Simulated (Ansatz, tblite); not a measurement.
# The cluster B₄H₃: rung by rung, part 2 of 2

How do method and basis change the picture of the cluster B₄H₃ (doublet)?

Ansatz 0.2.0, Gaussian basis; as each input shows.

## Step 19: PBE0-D4/def2-SVP

File in.yaml:

```yaml
crystal:
  periodic: [false, false, false]
  atoms:
    - {symbol: B, position_ang: [0.728171, -0.106229, -0.713920]}
    - {symbol: B, position_ang: [0.996022, 1.090185, 0.184939]}
    - {symbol: B, position_ang: [-0.413315, 0.060274, 0.405319]}
    - {symbol: B, position_ang: [-0.334416, -1.186867, -0.833223]}
    - {symbol: H, position_ang: [1.338905, 2.037556, 0.784243]}
    - {symbol: H, position_ang: [-1.251310, 0.182431, 1.226961]}
    - {symbol: H, position_ang: [-1.064057, -2.077359, -1.054318]}
basis:
  gaussian: {orbitals: def2-SVP, initial_orbitals: start.molden}
magnetization: {spin_polarized: true, initial_magnetization: 1}
hamiltonian: {xc: pbe0, dispersion: d4}
scf: {omitted_lower_state_checks: [starts]}
output: {orbitals: {seedname: orbitals}}
```

Command:

```bash
$ ansatz run in.yaml --threads 4 --pin off --events-out ev --progress --plain --max-ram 3916MiB
```

Output, cut to the lines that bear on the results:

```text
Functional definition: PBE0
  name "PBE0"
  cite "Adamo & Barone, J. Chem. Phys. 110, 6158 (1999) doi:10.1063/1.478522"
  cite "Perdew, Burke & Ernzerhof, Phys. Rev. Lett. 77, 3865 (1996) doi:10.1103/PhysRevLett.77.3865"
  parent pbe
[...]
790 factors; their error is unknown
[...]
mean field -2744.24230056 eV, -100.8490444313 hartree, gradient 2.6e-5 eV, S^2 0.767998; 0 other end points of the search recorded, 0 dependent functions left out
reference -2744.24232433 eV, -100.8490453050 hartree; 12, 11 occupied and 59, 60 virtual orbitals, 790 factors
Total energy: -2744.33424590 eV, -100.8524233604 hartree
Checks for a lower state left out: starts
```

It took 0.7 s on 4 threads of Arm Neoverse V1, shared host.

From the report: HOMO -7.52 eV, LUMO -4.31 eV (over both spins); ⟨S²⟩ 0.768 (pure: 0.75).

## Step 20: HF/STO-3G

Edit in.yaml of step 19 so:

```diff
@@ -11,5 +11,5 @@
 basis:
-  gaussian: {orbitals: def2-SVP, initial_orbitals: start.molden}
+  gaussian: {orbitals: STO-3G}
 magnetization: {spin_polarized: true, initial_magnetization: 1}
-hamiltonian: {xc: pbe0, dispersion: d4}
+hamiltonian: {xc: hf}
 scf: {omitted_lower_state_checks: [starts]}
```

The command is unchanged.

Output, cut to the lines that bear on the results:

```text
Functional definition: HF
  name "HF"
  cite "Fock, Z. Phys. 61, 126 (1930) doi:10.1007/BF01340294"
  parent pbe
[...]
300 factors; integrals over basis functions are off by at most 1.8e-4 eV
[...]
mean field -2695.07733273 eV, -99.0422651889 hartree, gradient 2.7e-5 eV, S^2 0.857494; 0 other end points of the search recorded, 0 dependent functions left out
reference -2695.07733273 eV, -99.0422651889 hartree; 12, 11 occupied and 11, 12 virtual orbitals, 300 factors
Total energy: -2695.07733273 eV, -99.0422651889 hartree
Checks for a lower state left out: starts
```

Run time: 0.1 s. Hardware: 4 threads of Arm Neoverse V1, shared host.

From the report: HOMO -7.60 eV, LUMO 2.50 eV (over both spins); ⟨S²⟩ 0.857 (pure: 0.75).

## Step 21: PBE0-D4/def2-TZVPD

Edit in.yaml of step 20 so:

```diff
@@ -11,5 +11,5 @@
 basis:
-  gaussian: {orbitals: STO-3G}
+  gaussian: {orbitals: def2-TZVPD, initial_orbitals: start.molden}
 magnetization: {spin_polarized: true, initial_magnetization: 1}
-hamiltonian: {xc: hf}
+hamiltonian: {xc: pbe0, dispersion: d4}
 scf: {omitted_lower_state_checks: [starts]}
```

Same command.

Output, cut to the lines that bear on the results:

```text
Functional definition: PBE0
  name "PBE0"
  cite "Adamo & Barone, J. Chem. Phys. 110, 6158 (1999) doi:10.1063/1.478522"
  cite "Perdew, Burke & Ernzerhof, Phys. Rev. Lett. 77, 3865 (1996) doi:10.1103/PhysRevLett.77.3865"
  parent pbe
[...]
813 factors; their error is unknown
[...]
mean field -2747.21436081 eV, -100.9582656309 hartree, gradient 7.6e-6 eV, S^2 0.768568; 0 other end points of the search recorded, 0 dependent functions left out
reference -2747.21439419 eV, -100.9582668576 hartree; 12, 11 occupied and 163, 164 virtual orbitals, 813 factors
Total energy: -2747.30631576 eV, -100.9616449130 hartree
Checks for a lower state left out: starts
```

It took 2.7 s on 4 threads of Arm Neoverse V1, shared host.

Report: HOMO -7.48 eV, LUMO -4.26 eV (over both spins); ⟨S²⟩ 0.769 (pure: 0.75).

## Step 22: PBE-D4/def2-TZVPD

Edit in.yaml of step 21 so:

```diff
@@ -13,3 +13,3 @@
 magnetization: {spin_polarized: true, initial_magnetization: 1}
-hamiltonian: {xc: pbe0, dispersion: d4}
+hamiltonian: {xc: pbe, dispersion: d4}
 scf: {omitted_lower_state_checks: [starts]}
```

The command is unchanged.

Output, cut to the lines that bear on the results:

```text
Functional definition: PBE
  name "PBE"
  cite "Perdew, Burke & Ernzerhof, Phys. Rev. Lett. 77, 3865 (1996) doi:10.1103/PhysRevLett.77.3865"
  parent pbe
[...]
813 factors; their error is unknown
[...]
mean field -2746.60601231 eV, -100.9359092359 hartree, gradient 2.7e-5 eV, S^2 0.758325; 0 other end points of the search recorded, 0 dependent functions left out
reference -2746.60605823 eV, -100.9359109234 hartree; 12, 11 occupied and 163, 164 virtual orbitals, 813 factors
Total energy: -2746.71670827 eV, -100.9399772375 hartree
Checks for a lower state left out: starts
```

Wall time 2.1 s (4 threads of Arm Neoverse V1, shared host).

Report: HOMO -6.32 eV, LUMO -5.21 eV (over both spins); ⟨S²⟩ 0.758 (pure: 0.75).

## Step 23: r2SCAN-D4/def2-TZVPD

Edit in.yaml of step 22 so:

```diff
@@ -13,3 +13,3 @@
 magnetization: {spin_polarized: true, initial_magnetization: 1}
-hamiltonian: {xc: pbe, dispersion: d4}
+hamiltonian: {xc: r2scan, dispersion: d4}
 scf: {omitted_lower_state_checks: [starts]}
```

Same command.

Output, cut to the lines that bear on the results:

```text
Functional definition: r2SCAN
  name "r2SCAN"
  cite "Furness, Kaplan, Ning, Perdew & Sun, J. Phys. Chem. Lett. 11, 8208 (2020) doi:10.1021/acs.jpclett.0c02405"
  cite "Furness, Kaplan, Ning, Perdew & Sun, J. Phys. Chem. Lett. 11, 9248 (2020) doi:10.1021/acs.jpclett.0c03077"
  parent r2scan
[...]
813 factors; their error is unknown
[...]
mean field -2749.43122068 eV, -101.0397337287 hartree, gradient 2.7e-5 eV, S^2 0.772332; 0 other end points of the search recorded, 0 dependent functions left out
reference -2749.43123935 eV, -101.0397344147 hartree; 12, 11 occupied and 163, 164 virtual orbitals, 813 factors
Total energy: -2749.45580611 eV, -101.0406372265 hartree
Checks for a lower state left out: starts
```

Wall time 3.9 s (4 threads of Arm Neoverse V1, shared host).

HOMO -6.67 eV, LUMO -4.82 eV (over both spins); ⟨S²⟩ 0.772 (pure: 0.75).

## Step 24: CCSD(T)/def2-TZVPP

Edit in.yaml of step 23 so:

```diff
@@ -11,6 +11,6 @@
 basis:
-  gaussian: {orbitals: def2-TZVPD, initial_orbitals: start.molden}
+  gaussian: {orbitals: def2-TZVPP, initial_orbitals: start.molden}
 magnetization: {spin_polarized: true, initial_magnetization: 1}
-hamiltonian: {xc: r2scan, dispersion: d4}
-scf: {omitted_lower_state_checks: [starts]}
+correlation: {method: ccsd_t}
+scf: {omitted_lower_state_checks: [starts, cluster_reference]}
 output: {orbitals: {seedname: orbitals}}
```

Same command.

Output, cut to the lines that bear on the results:

```text
Functional definition: HF
  name "HF"
  cite "Fock, Z. Phys. 61, 126 (1930) doi:10.1007/BF01340294"
  parent pbe
[...]
990 factors; integrals over basis functions are off by at most 1.4e-3 eV
[...]
mean field -2731.36676129 eV, -100.3758770906 hartree, gradient 3.0e-6 eV, S^2 0.846096; 0 other end points of the search recorded, 0 dependent functions left out
[...]
reference -2731.36676129 eV, -100.3758770906 hartree; 8, 7 occupied and 154, 155 virtual orbitals, 990 factors
second order -10.35599339 eV of doubles, -0.00000000 eV of singles
cycle   1  -10.79905916 eV  change   -4.4e-1 eV  update   9.7e-2
[...]
cycle  11  -11.27795107 eV  change   -1.6e-5 eV  update   1.6e-5
perturbative correction -0.67549720 eV, -0.0248240643 hartree
Total energy: -2743.32020956 eV, -100.8151582123 hartree
Checks for a lower state left out: starts, cluster_reference
```

Run time: 40 s. Hardware: 4 threads of Arm Neoverse V1, shared host; peak memory 3.2 GiB.

From the report: Hartree-Fock HOMO -9.67 eV, LUMO -0.25 eV (over both spins); ⟨S²⟩ 0.846 (pure: 0.75); T1 0.026.

## Step 25: MP2/def2-TZVP

Edit in.yaml of step 24 so:

```diff
@@ -11,6 +11,6 @@
 basis:
-  gaussian: {orbitals: def2-TZVPP, initial_orbitals: start.molden}
+  gaussian: {orbitals: def2-TZVP, initial_orbitals: start.molden}
 magnetization: {spin_polarized: true, initial_magnetization: 1}
-correlation: {method: ccsd_t}
-scf: {omitted_lower_state_checks: [starts, cluster_reference]}
+correlation: {method: mp2}
+scf: {omitted_lower_state_checks: [starts]}
 output: {orbitals: {seedname: orbitals}}
```

Same command.

Output, cut to the lines that bear on the results:

```text
Functional definition: HF
  name "HF"
  cite "Fock, Z. Phys. 61, 126 (1930) doi:10.1007/BF01340294"
  parent pbe
[...]
929 factors; integrals over basis functions are off by at most 8.3e-4 eV
[...]
mean field -2731.35295769 eV, -100.3753698177 hartree, gradient 1.6e-6 eV, S^2 0.846013; 0 other end points of the search recorded, 0 dependent functions left out
4 core orbitals not correlated: weight in the atoms' cores, before any rotation towards them, 1.000 or more for the frozen orbitals, at most 0.000 for the correlated occupied ones
reference -2731.35295769 eV, -100.3753698177 hartree; 8, 7 occupied and 130, 131 virtual orbitals, 929 factors
second order -10.17902398 eV of doubles, -0.00000000 eV of singles
Total energy: -2741.53198168 eV, -100.7494420495 hartree
Checks for a lower state left out: starts
```

Run time: 2 s. Hardware: 4 threads of Arm Neoverse V1, shared host.

Hartree-Fock HOMO -9.67 eV, LUMO -0.25 eV (over both spins); ⟨S²⟩ 0.846 (pure: 0.75).

## Step 26: RPA/def2-TZVP

Edit in.yaml of step 25 so:

```diff
@@ -13,4 +13,4 @@
 magnetization: {spin_polarized: true, initial_magnetization: 1}
-correlation: {method: mp2}
+hamiltonian: {xc: pbe}
+correlation: {method: rpa}
 scf: {omitted_lower_state_checks: [starts]}
-output: {orbitals: {seedname: orbitals}}
```

Launched as before.

Output, cut to the lines that bear on the results:

```text
Functional definition: PBE
  name "PBE"
  cite "Perdew, Burke & Ernzerhof, Phys. Rev. Lett. 77, 3865 (1996) doi:10.1103/PhysRevLett.77.3865"
  parent pbe
[...]
929 factors; integrals over basis functions are off by at most 8.3e-4 eV
[...]
mean field -2746.59887970 eV, -100.9356471174 hartree, gradient 2.9e-6 eV, S^2 0.758317; 0 other end points of the search recorded, 0 dependent functions left out
4 core orbitals not correlated: weight in the atoms' cores, before any rotation towards them, 1.000 or more for the frozen orbitals, at most 0.000 for the correlated occupied ones
reference -2730.47011642 eV, -100.3429259992 hartree; 8, 7 occupied and 130, 131 virtual orbitals, 929 factors
Total energy: -2749.11798757 eV, -101.0282226239 hartree
Checks for a lower state left out: starts
```

Run time: 2.1 s. Hardware: 4 threads of Arm Neoverse V1, shared host.

From the report: ⟨S²⟩ 0.758 (pure: 0.75).

## Step 27: CCSD(T)/def2-TZVPD

Edit in.yaml of step 26 so:

```diff
@@ -11,6 +11,6 @@
 basis:
-  gaussian: {orbitals: def2-TZVP, initial_orbitals: start.molden}
+  gaussian: {orbitals: def2-TZVPD, initial_orbitals: start.molden}
 magnetization: {spin_polarized: true, initial_magnetization: 1}
-hamiltonian: {xc: pbe}
-correlation: {method: rpa}
-scf: {omitted_lower_state_checks: [starts]}
+correlation: {method: ccsd_t}
+scf: {omitted_lower_state_checks: [starts, cluster_reference]}
+output: {orbitals: {seedname: orbitals}}
```

The command is unchanged.

Output, cut to the lines that bear on the results:

```text
Functional definition: HF
  name "HF"
  cite "Fock, Z. Phys. 61, 126 (1930) doi:10.1007/BF01340294"
  parent pbe
[...]
1142 factors; integrals over basis functions are off by at most 7.4e-4 eV
[...]
mean field -2731.35579660 eV, -100.3754741456 hartree, gradient 2.2e-6 eV, S^2 0.846047; 0 other end points of the search recorded, 0 dependent functions left out
[...]
reference -2731.35579660 eV, -100.3754741456 hartree; 8, 7 occupied and 163, 164 virtual orbitals, 1142 factors
second order -10.21491893 eV of doubles, -0.00000000 eV of singles
cycle   1  -10.68544291 eV  change   -4.7e-1 eV  update   9.8e-2
[...]
cycle  11  -11.16935099 eV  change   -1.7e-5 eV  update   1.7e-5
perturbative correction -0.67353566 eV, -0.0247519790 hartree
Total energy: -2743.19868325 eV, -100.8106922027 hartree
Checks for a lower state left out: starts, cluster_reference
```

Wall time 4.8 min (4 threads of Arm Neoverse V1, shared host); peak memory 1.7 GiB.

Hartree-Fock HOMO -9.67 eV, LUMO -0.26 eV (over both spins); ⟨S²⟩ 0.846 (pure: 0.75); T1 0.026.

## Step 28: Levels side by side

| level | functions | HOMO (eV) | LUMO (eV) | gap (eV) | ⟨S²⟩ | time |
| --- | --- | --- | --- | --- | --- | --- |
| HF/STO-3G | 23 | -7.60 | 2.50 | 10.10 | 0.857 | 0.1 s |
| LDA/def2-TZVP | 142 | -6.36 | -5.58 | 0.78 | 0.753 | 0.85 s |
| PBE-D4/def2-SVP | 71 | -6.32 | -5.22 | 1.10 | 0.758 | 0.7 s |
| PBE-D4/def2-TZVP | 142 | -6.32 | -5.21 | 1.11 | 0.758 | 1.2 s |
| PBE-D4/def2-TZVPD | 175 | -6.32 | -5.21 | 1.11 | 0.758 | 2.1 s |
| revPBE-D4/def2-TZVP | 142 | -6.27 | -5.11 | 1.17 | 0.759 | 1.3 s |
| r2SCAN-D4/def2-TZVP | 142 | -6.67 | -4.83 | 1.85 | 0.772 | 2.7 s |
| r2SCAN-D4/def2-TZVPD | 175 | -6.67 | -4.82 | 1.85 | 0.772 | 3.9 s |
| B97M-V/def2-TZVP | 142 | -6.50 | -5.07 | 1.43 | 0.763 | 5 s |
| PBE0-D4/def2-SVP | 71 | -7.52 | -4.31 | 3.21 | 0.768 | 0.7 s |
| PBE0-D4/def2-TZVP | 142 | -7.48 | -4.26 | 3.22 | 0.769 | 2 s |
| PBE0-D4/def2-TZVPD | 175 | -7.48 | -4.26 | 3.22 | 0.769 | 2.7 s |
| r2SCAN0-D4/def2-TZVP | 142 | -7.75 | -3.97 | 3.79 | 0.782 | 3.2 s |
| HSE06-D4/def2-TZVP | 142 | -7.08 | -4.64 | 2.44 | 0.768 | 2 s |
| CAM-B3LYP-D4/def2-TZVP | 142 | -8.72 | -3.17 | 5.54 | 0.771 | 2.2 s |
| LC-ωPBE/def2-TZVP | 142 | -10.22 | -1.98 | 8.24 | 0.788 | 3.7 s |
| PBE+5HF/def2-TZVP | 142 | -6.55 | -5.02 | 1.53 | 0.760 | 2 s |
| PBE+10HF/def2-TZVP | 142 | -6.78 | -4.83 | 1.95 | 0.762 | 2 s |
| PBE+15HF/def2-TZVP | 142 | -7.01 | -4.64 | 2.37 | 0.764 | 1.7 s |
| PBE+35HF/def2-TZVP | 142 | -7.96 | -3.88 | 4.08 | 0.774 | 1.9 s |
| PBE+50HF/def2-TZVP | 142 | -8.67 | -3.30 | 5.37 | 0.783 | 2 s |

Energy pieces by basis (eV):

| basis | HF | MP2 correlation | CCSD correlation | (T) | total |
| --- | --- | --- | --- | --- | --- |
| def2-TZVPP | -2731.3668 | -10.3560 | -11.2780 | -0.6755 | -2743.3202 |
| def2-TZVP | -2731.3530 | -10.1790 |  |  | -2741.5320 (MP2) |
| def2-TZVPD | -2731.3558 | -10.2149 | -11.1694 | -0.6735 | -2743.1987 |

## Step 29: Binding energy

Free atoms were run apart at each level; binding is atoms less cluster, divided by the number of atoms, without zero-point or spin-orbit terms.

Differences are taken before rounding.

| method | binding an atom (eV) | from CCSD(T)/def2-TZVPP (eV) | time |
| --- | --- | --- | --- |
| HF/STO-3G | 4.068 | +0.476 | 0.1 s |
| HF/def2-TZVP | 2.902 | -0.690 |  |
| HF/def2-TZVPD | 2.902 | -0.690 |  |
| HF/def2-TZVPP | 2.904 | -0.688 |  |
| LDA/def2-TZVP | 4.303 | +0.710 | 0.85 s |
| PBE-D4/def2-SVP | 3.912 | +0.320 | 0.7 s |
| PBE-D4/def2-TZVP | 3.889 | +0.297 | 1.2 s |
| PBE-D4/def2-TZVPD | 3.889 | +0.297 | 2.1 s |
| revPBE-D4/def2-TZVP | 3.783 | +0.191 | 1.3 s |
| r2SCAN-D4/def2-TZVP | 3.863 | +0.270 | 2.7 s |
| r2SCAN-D4/def2-TZVPD | 3.862 | +0.270 | 3.9 s |
| B97M-V/def2-TZVP | 3.843 | +0.251 | 5 s |
| PBE0-D4/def2-SVP | 3.865 | +0.273 | 0.7 s |
| PBE0-D4/def2-TZVP | 3.830 | +0.238 | 2 s |
| PBE0-D4/def2-TZVPD | 3.830 | +0.238 | 2.7 s |
| r2SCAN0-D4/def2-TZVP | 3.801 | +0.209 | 3.2 s |
| HSE06-D4/def2-TZVP | 3.833 | +0.241 | 2 s |
| CAM-B3LYP-D4/def2-TZVP | 3.749 | +0.157 | 2.2 s |
| LC-ωPBE/def2-TZVP | 3.766 | +0.174 | 3.7 s |
| MP2/def2-TZVP | 3.680 | +0.088 | 2 s |
| MP2/def2-TZVPD | 3.684 | +0.091 |  |
| CCSD/def2-TZVPD | 3.497 | -0.095 |  |
| CCSD/def2-TZVPP | 3.516 | -0.076 |  |
| CCSD(T)/def2-TZVPD | 3.573 | -0.019 | 4.8 min |
| CCSD(T)/def2-TZVPP | 3.592 | 0 | 40 s |

Among the levels timed on like hardware and quicker than the yardstick, those that no quicker one beats, quickest first: HF/STO-3G (0.1 s, +0.476 eV); PBE0-D4/def2-SVP (0.7 s, +0.273 eV); revPBE-D4/def2-TZVP (1.3 s, +0.191 eV); MP2/def2-TZVP (2 s, +0.088 eV).

## Step 30: Results

The summary covers parts 1 to 2.

```
                                                  quantity                             value
 gap in def2-TZVP, named functionals, smallest and largest  0.78 eV (LDA), 8.24 eV (LC-ωPBE)
                      gap over the share of exact exchange      1.11 eV at 0, 5.37 eV at 0.5
                    correlation energy, CCSD(T)/def2-TZVPP                         -11.95 eV
                         correlation energy, MP2/def2-TZVP                         -10.18 eV
                    correlation energy, CCSD(T)/def2-TZVPD                         -11.84 eV
                       binding an atom, CCSD(T)/def2-TZVPP                          3.592 eV
⟨S²⟩ in def2-TZVP, named functionals, smallest and largest                      0.753, 0.788
           PBE0 total energy, smallest basis above largest    2.97 eV (def2-SVP, def2-TZVPD)
```

In words: Over the named functionals in def2-TZVP the gap runs from 0.78 eV (LDA) to 8.24 eV (LC-ωPBE); exact exchange widens it. Raising the share of exact exchange from 0 to 0.5 moves the HOMO by -2.36 eV and the LUMO by +1.91 eV. A small miss in a minimal or small basis is a cancelling of errors, not accuracy. The functionals in def2-TZVP miss CCSD(T)/def2-TZVPP by +0.157 (CAM-B3LYP-D4) to +0.710 eV (LDA) an atom. The reference is CCSD(T) in one finite basis, so it carries an error of its own, often a tenth of an eV or more, and near misses can't be ranked. Over the named functionals in def2-TZVP spin contamination reaches 0.04 (LC-ωPBE), which is small.

For cost: MP2/def2-TZVP gets within 0.088 eV in 2 s, where CCSD(T)/def2-TZVPP took 40 s; the quickest level in the cost chart, HF/STO-3G, takes 0.1 s and misses by 0.476 eV. The slowest run with a step of its own, CCSD(T)/def2-TZVPD, took 4.8 min; the quickest functional in def2-TZVP took 0.85 s (shared host).
